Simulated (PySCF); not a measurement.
State search for NaSi

Unrestricted PBE0; Na 6-311G(d,p), Si 6-311G(d,p); no relativity (PySCF 2.14). Outer shells of the fragments: Na 3s1; Si 3s2 3p2.

Followed along the bond (rough minima from three points):

| 2Ms+1 | unpaired | ⟨S²⟩ at the start | R at minimum (Å) | Te (eV) |
| --- | --- | --- | --- | --- |
| 4 | σ ↑, π ↑↑ | 3.75 | 2.71 | 0.00 |
| 2 | σ ↓, π ↑↑ | 1.76 | 2.77 | 0.49 |
| 2 | σ ↑, π ↑↓ | 1.76 | 2.74 | 0.53 |
| 2 | π ↑ | 0.77 | 2.88 | 0.53 |
| 2 | σ ↑ | 0.75 | 2.74 | 1.36 |

Solutions found at the starting distance of 2.690 Å, counted from the lowest of them; the search is not exhaustive and high or unbound solutions are not listed, so other states can lie among these:

| 2Ms+1 | unpaired | term | E (eV) | ⟨S²⟩ | ⟨Lz²⟩ | μ (D) |
| --- | --- | --- | --- | --- | --- | --- |
| 4 | σ ↑, π ↑↑ | ⁴Σ⁻ | 0.00 | 3.75 | 0.00 | -7.38 |
| 2 | σ ↓, π ↑↑ | mixed | 0.49 | 1.76 | 0.00 | -6.93 |
| 2 | σ ↑, π ↑↓ | mixed | 0.53 | 1.76 | 2.01 | -7.16 |
| 2 | π ↑ | ²Π | 0.58 | 0.77 | 1.00 | -5.33 |
| 2 | σ ↑ | mixed | 1.36 | 0.75 | 2.00 | -6.95 |
| 4 | σ ↑↑, π ↑ | ⁴Π | 1.99 | 3.75 | 1.00 | 4.01 |

A term symbol is given only where ⟨S²⟩ and ⟨Lz²⟩ are close to those of a pure state; real π, δ and φ orbitals otherwise mix terms. A positive dipole means Na(−)Si(+).

Counting both spins, an empty level lies below a filled one in some of these solutions, because spin and occupation are held.
